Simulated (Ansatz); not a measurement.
A made-up structure of AlBNH₂, doublet:

```xyz
5
angstrom
B 0.4147 0.4913 0.0823
N -0.5412 -0.4416 -0.1582
Al 1.3573 -0.9165 0.9130
H -1.4586 -0.5796 -0.5821
H 0.3745 1.5999 -0.2207
```

It is relaxed with PBE-D4/def2-SVP and then PBE0-D4/def2-TZVP (Ansatz 0.2.0). Atoms count as bonded within 1.22 times the sum of their covalent radii (H–H: 0.88 Å). The end point is not checked to be a true minimum.

Problem. Does its bonding change? (A judgement: the text doesn't fix the answer.)

Solution. The calculation gives: No: no bond forms or breaks.

Where it ends: The first stage lowers the energy by 1.15 eV in 8 steps. It ends as AlBNH₂ ([BH]1[NH][Al]1):
| atom | x (Å) | y (Å) | z (Å) |
| --- | --- | --- | --- |
| B1 | 0.3436 | 0.6744 | -0.0001 |
| N2 | -0.3528 | -0.4894 | -0.0517 |
| Al3 | 1.1171 | -1.2281 | 0.8723 |
| H4 | -1.2651 | -0.6236 | -0.4740 |
| H5 | 0.3039 | 1.8204 | -0.3123 |

Labels in which every atom is bracketed show which atoms are joined, not bond orders.

For scale, one of the runs: PBE0-D4/def2-TZVP relaxation, 111 basis functions, launched by `ansatz run in.yaml --threads 2 --pin off --events-out ev --progress --plain --max-ram 4352MiB`. Hardware: 2 CPU threads of an Arm Neoverse V1, shared host. Wall time about 18 s.
